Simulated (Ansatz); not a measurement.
A nudged elastic band was laid between two geometries of C2HF3O (7 atoms, charge 0, multiplicity 1).

The calculation used RKS PBE0/def2-SVP (Ansatz 0.2.0).

```
movable images  : 9
climbing image  : yes
spring          : 5.0 eV/Å²
optimiser       : quadratic models (default)
start path      : IDPP
force threshold : 0.05 eV/Å
iteration limit : 37
end points      : relaxed
```

First end point:

```xyz
7
Properties=species:S:1:pos:R:3
O -0.173 -0.970 -1.206
C 0.116 -0.596 0.042
F 0.487 -1.607 0.793
C 0.054 0.644 0.527
F -0.322 1.659 -0.242
F 0.340 0.998 1.756
H -0.441 -0.196 -1.716
```

Last end point:

```xyz
7
Properties=species:S:1:pos:R:3
O -0.477 -0.736 -1.204
C 0.028 -0.441 -0.008
F 0.583 -1.449 0.661
C -0.059 0.762 0.559
F -0.572 1.807 -0.044
F 0.329 1.019 1.784
H 0.231 -1.031 -1.793
```

(1) Which bonds break or form, and what moves?

(2) Give the energies along the band, and the barrier.

(3) What is the geometry of the highest image?

(4) What are the harmonic wavenumbers there?

The band took 5 iterations and of the order of 2.8 core-minutes.

Results:

(1) No bond is made or broken. The dihedral H7–O1–C2–C4 goes from 0 to 120°.

(2) The forces met the threshold. The highest image is number 4 of 0 to 10, 0.024 eV above the first end and 0.055 eV above the last; the last end lies 0.030 eV below the first. A vibrational analysis at the climbing image gives one clearly imaginary mode, 238i cm⁻¹: a first-order saddle point.

```csv
image,path coordinate (Å),energy (eV),dihedral H7–O1–C2–C4 (°)
0,0.00,0.000,0
1,0.14,0.003,12
2,0.29,0.011,24
3,0.43,0.019,37
4,0.57,0.024,50
5,0.71,0.022,63
6,0.85,0.012,75
7,0.99,-0.001,87
8,1.13,-0.015,99
9,1.27,-0.026,110
10,1.41,-0.030,120
```

(3) 
```xyz
7
Properties=species:S:1:pos:R:3
O -0.381 -0.948 -1.157
C 0.062 -0.568 0.043
F 0.570 -1.551 0.764
C -0.025 0.662 0.551
F -0.541 1.667 -0.129
F 0.436 1.019 1.724
H -0.059 -0.349 -1.841
```

(4) 238i, 201, 210, 399, 420, 556, 570, 576, 828, 1167, 1248, 1394, 1436, 1932, 3875 cm⁻¹.

The run took 2.8 min on 1 thread of Arm Neoverse V2, with other jobs on the host, peak memory 0.18 GiB.
